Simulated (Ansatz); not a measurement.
Geometry optimisation, Ansatz, UKS BLYP-D4/def2-SVPD.

Input:

```yaml
crystal:
  periodic: [false, false, false]
  atoms:
    - { symbol: C, position_ang: [-0.9151, 0.0267, -0.5409] }
    - { symbol: Si, position_ang: [0.6532, 0.0816, 0.2301] }
    - { symbol: Cl, position_ang: [0.46, -1.3805, 1.6303] }
    - { symbol: H, position_ang: [-1.0691, -0.5729, -1.3964] }
    - { symbol: H, position_ang: [-1.7534, 0.6776, -0.1651] }
    - { symbol: H, position_ang: [0.928, 1.388, 0.9117] }
    - { symbol: H, position_ang: [1.7576, -0.2885, -0.7154] }
magnetization:
  spin_polarized: true
  initial_magnetization: 1
basis:
  gaussian: { orbitals: def2-SVPD }
hamiltonian:
  xc: blyp
  dispersion: d4
relax:
  f_tol: 0.02
  max_steps: 40
```

Command:

```bash
$ ansatz run input.yaml --threads 2 --pin off --max-ram 3072MiB --backend cpu --events-out ev --progress --plain --runs-dir out
```

Question: Where does it end, and by what steps?

Answer: It converged. After 4 steps the energy has fallen by 0.334 eV; Cl3 moved furthest, 0.22 Å.

| step | energy less start (eV) | largest force component (eV/Å) | accepted |
| --- | --- | --- | --- |
| 0 | 0.0000 | 2.169 | yes |
| 1 | -0.2446 | 1.577 | yes |
| 2 | -0.3095 | 0.696 | yes |
| 3 | -0.3301 | 0.345 | yes |
| 4 | -0.3338 | 0.017 | yes |

```xyz
7
Properties=species:S:1:pos:R:3
C -0.965 0.095 -0.614
Si 0.671 0.071 0.251
Cl 0.618 -1.420 1.772
H -1.176 -0.538 -1.488
H -1.820 0.671 -0.233
H 0.956 1.363 0.940
H 1.777 -0.309 -0.674
```

Whether the end is a true minimum wasn't checked by a vibrational analysis.

The run took 29 s on 2 threads of Arm Neoverse N1, with other jobs on the host, peak memory 0.15 GiB.
